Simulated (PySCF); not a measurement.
**SiCl⁻ at UHF-MP2**

Computed with UHF-MP2; PySCF, no relativity, basis sets Si def2-SVPD, Cl def2-SVPD.

| Item | Value |
| --- | --- |
| state | ³Σ⁻ (triplet), unpaired electrons π ↑↑ |
| bond length | 2.338 Å |
| harmonic wavenumber | 316 cm⁻¹ |
| force constant | 0.913 mdyn/Å |
| rotational constant Be | 0.1985 cm⁻¹ |
| anharmonicity ωexe | 2.44 cm⁻¹ |
| vibration–rotation constant αe | 0.00201 cm⁻¹ |
| well depth De to Si + Cl⁻ | 1.56 eV |
| dissociation energy D0 | 1.54 eV |

Correlated steps freeze 10 core orbitals. Correlated levels converge slowly with the basis: in double zeta they bind strong bonds too weakly, by up to about 1 eV, and carry superposition errors of some tenths. For an ion De counts to the pair picked by the measured ionisation energies or electron affinities, which need not be the lowest pair at this level. The state was picked by a PBE0 search and need not be the measured ground state.
